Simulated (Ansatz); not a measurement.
System: rock-salt MgO. Method: Hartree–Fock (Ansatz, a first-principles code, plane waves, PAW).

Total energies, extrapolated to zero smearing (they compare only within this program, potentials and cutoff; free atoms with spin allowed, lowest state found):

| system | energy (eV/atom) |
|---|---|
| rock-salt MgO, relaxed | -1238.2813 |
| free Mg atom | -1912.8593 |
| free O atom | -556.4200 |

### Question
Work out the cohesive energy per atom.

### Answer
E_coh = [1 × (-1912.8593) + 1 × (-556.4200)]/2 − (-1238.2813) = 3.64 eV/atom. The reference value is 5.2 eV/atom (measured, static lattice: zero-point vibration energy added, our sources range from 5.19 to 5.27; as tabulated in Mejia-Rodriguez and Trickey (2018), arXiv:1807.09216), a difference of -1.56 eV/atom.

The PAW data were made under PBE.
